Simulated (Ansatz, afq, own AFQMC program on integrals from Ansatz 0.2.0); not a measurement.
CH$_{6}$Ge, triplet: AFQMC among the cluster methods

```yaml
atoms:
  - { symbol: Ge, position_ang: [-0.4799, 0.0000, 0.0000] }
  - { symbol: H, position_ang: [-0.9913, 1.4466, 0.0000] }
  - { symbol: H, position_ang: [-0.9913, -0.7233, 1.2528] }
  - { symbol: H, position_ang: [-0.9913, -0.7233, -1.2528] }
  - { symbol: H, position_ang: [1.2291, 0.0000, 0.0000] }
  - { symbol: C, position_ang: [2.5511, 0.0000, 0.0000] }
  - { symbol: H, position_ang: [2.9656, 0.0000, 0.9962] }
  - { symbol: H, position_ang: [2.9656, 0.0000, -0.9962] }
```

Basis cc-pVDZ. Only valence electrons are correlated. Integrals, coupled cluster, full CI and functionals: Ansatz 0.2.0; the random walks run on the same integrals in our own AFQMC program. The CISD trial takes its coefficients from CCSD amplitudes. Released means that phaseless walkers are propagated on without the constraint, phases kept. Uncertainties: one standard error, sampling alone. No spin–orbit coupling.

Determinant: UHF, the one that the program's search chose, which needn't be the lowest solution. The geometry is a point of a scan.

No full CI on the walks' own integrals is used here; CCSDT(Q) serves as the reference and is uncertain by about the last step of the cluster series.

Cautions: no relativity below Rb; no spin-orbit coupling; inner d shell frozen; lower spins were not checked.

```
T1 diagnostic                               : 0.0141
weight of the determinant in the CISD state : 0.870
⟨S²⟩ of the determinant                     : 2.043
size of the correlated space                : 14 electrons in 56 orbitals
```

Reference: CCSDT(Q), correlation energy -7.681 eV. The released energy is read at 2.40 1/Eh (meV from the phaseless value at times in 1/Eh: 2 ± 3 at 0.24, 0.0 ± 2.4 at 0.51, -3 ± 3 at 0.99, 0.3 ± 2.5 at 1.62, -7 ± 5 at 2.40).

| level | E − E(reference) (kJ/mol) | share of correlation (%) |
| --- | --- | --- |
| HF | 741.1 | 0.00 |
| MP2 | 149.1 | 79.88 |
| CCSD | 19.3 | 97.39 |
| CCSD(T) | 3.7 | 99.50 |
| CCSDT | 0.7 | 99.91 |
| ph-AFQMC/CISD | 0.3 ± 0.3 | 99.96 |
| released AFQMC | -0.4 ± 0.4 | 100.05 |

A walk keeps the symmetry of its determinant, which the program's search chose and which needn't be the lowest solution, so a lower state of the same spin and another symmetry isn't excluded. Released energies are given only where the last usable release times agree within the noise; a slower fall can still hide under it.
